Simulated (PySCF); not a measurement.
**Carbon: a sound run and one with changed settings**

Sound run: C [He] 2s2 2p2, C⁺ [He] 2s2 2p1. Calculation: PySCF 2.14, in def2-TZVP; the non-relativistic Hamiltonian (point nucleus). In the sound run the correlated levels freeze 1s2. The sound run starts from symmetry-adapted Hartree-Fock orbitals and uses a fine grid where one is needed.

Changed run: a valence shell is frozen. This setting is unsound on purpose.

```csv
species,method,sound run (hartree),changed run (hartree),converged
C,MP2,-37.75859,-37.69966,yes
C,CCSD(T),-37.78103,-37.70199,yes
```

Ionisation energy of C:

| method | sound run (eV) | changed run (eV) |
| --- | --- | --- |
| UHF | 10.801 | 10.801 |
| MP2 | 11.242 | 10.997 |
| SCS-MP2 | 11.115 | 10.866 |
| CCSD | 11.145 | 11.060 |
| CCSD(T) | 11.169 | 11.060 |
| CCSDT | n/a | 11.060 |
| FCI | n/a | 11.060 |

Freezing a valence shell removes pair correlation that changes on ionisation.

For comparison, NIST gives 11.260 eV between the lowest levels.
